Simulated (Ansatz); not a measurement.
System: zinc-blende HgTe. Method: PBE0-D3(BJ) (PAW; Ansatz, an electronic-structure program).

Settings: plane-wave cutoff 460 eV, 8×8×8 k mesh, Fermi–Dirac smearing 0.01 eV, scalar-relativistic PAW data made under PBE.

Results at a series of volumes:

```json
[
 {"V (Å³/atom)": "31.801", "E − E_lowest (meV/atom)": "16.50", "P (GPa)": "3.08"},
 {"V (Å³/atom)": "32.638", "E − E_lowest (meV/atom)": "4.50", "P (GPa)": "1.54"},
 {"V (Å³/atom)": "33.475", "E − E_lowest (meV/atom)": "0.00", "P (GPa)": "0.21"},
 {"V (Å³/atom)": "34.661", "E − E_lowest (meV/atom)": "4.42", "P (GPa)": "-1.36"},
 {"V (Å³/atom)": "35.149", "E − E_lowest (meV/atom)": "9.40", "P (GPa)": "-1.91"}
]
```

Task: Estimate the bulk modulus from the pressures at 32.638 and 34.661 Å³/atom, and compare it with a fit to all energies.

Result: B = −V dP/dV. Between V = 32.638 and 34.661 Å³/atom, dP/dV = (-1.36 − (1.54))/(34.661 − 32.638) = -1.43 GPa per Å³/atom; at the midpoint 33.650 Å³/atom this gives B ≈ 48.2 GPa. The third-order Birch–Murnaghan fit gives V0 = 33.623 Å³/atom, B0 = 48.1 GPa, B′ = 5.1, which lies within 1 % of that estimate.

Measured, for comparison: bulk modulus 42.3 GPa (temperature not stated, not corrected to a static lattice; as tabulated in Toher et al. (2017), arXiv:1611.05714); equilibrium volume per atom 33.70 Å³/atom (room temperature, not corrected to a static lattice; as tabulated in Cava et al. (2013), arXiv:1302.1059). Computed (rounded) less measured: bulk modulus +14 %, equilibrium volume per atom -0.2 %.

Spin–orbit coupling is not included; it can shift volumes and moduli of such heavy elements.

The computed numbers hold no vibrational or temperature effects.

The result took very roughly 23 core-minutes.
